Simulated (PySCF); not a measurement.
Gas-phase reaction: BHCl2 + 3 H = BH2 + 2 HCl

Energies from PySCF (xtb for GFN2), thermal terms from the rigid-rotor harmonic-oscillator model, ideal gas at 1 bar. † marks an energy on the PBE0/def2-TZVP geometry and frequencies; other levels use their own. 6-31G* has spherical d functions here. Open shells (unrestricted): H (multiplicity 2), BH2 (multiplicity 2); the rest are closed-shell singlets. GFN2 has no spin-polarisation term. B3LYP is the form with VWN-RPA correlation.

```csv
level,"ΔH°(298 K), kJ"
B3LYP/6-31G*,-244
B3LYP/def2-TZVP†,___
BLYP/def2-TZVP†,___
GFN2-xTB,-370
HF/def2-TZVP†,-184
M06-2X/def2-TZVP†,-246
PBE/def2-SVP,-194
PBE0/def2-QZVP†,-242
PBE0/def2-TZVP,___
r2SCAN/def2-TZVP†,-248
LDA/def2-TZVP†,___
```

Q: Fill in the missing entries.

A: 
- B3LYP/def2-TZVP†, ΔH°(298 K), kJ: -277
- BLYP/def2-TZVP†, ΔH°(298 K), kJ: -270
- PBE0/def2-TZVP, ΔH°(298 K), kJ: -233
- LDA/def2-TZVP†, ΔH°(298 K), kJ: -241
